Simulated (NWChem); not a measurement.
Species: SiH$_{2}$ cation, doublet; SMILES of the neutral closed-shell parent [SiH2]

```xyz
3

Si     0.0000     0.0000     0.1781
H      1.2890     0.0000    -0.5704
H     -1.2890     0.0000    -0.5704
```
Atoms are numbered in this order, from 1.

Computed with NWChem. Geometry optimised at PBE0-D3(BJ)/def2-TZVP; all other runs use it. Pople sets run with spherical d functions. Spin-unrestricted. In the optimisation the excess spin sits in a1 (C2v, its own frame). This spin state was assumed; another may lie lower. Spin-orbit coupling enters the g values alone. Excited states of an open shell can be spin-contaminated.

| quantity | level | value |
|---|---|---|
| charge (e), Mulliken Si1 | UHF/6-31G* | 0.93 |
| highest occupied level (eV) | MN15/def2-TZVP | -15.19 |
| vertical, lowest excitation (eV) | BHandHLYP/def2-SVP, TDA | 2.13 |
| solvation free energy (kcal/mol) in diethyl ether | PBE/def2-SVP, SMD | -52.9 |
| A(iso) 1H atom 3 (MHz) | CAM-B3LYP/IGLO-II | 201 |
| isotropic Δg (ppt) | PBE0/x2c-TZVPall, ZORA | -5.30 |
| highest harmonic frequency (cm⁻¹) | PBE0-D3(BJ)/def2-TZVP | 2240 |
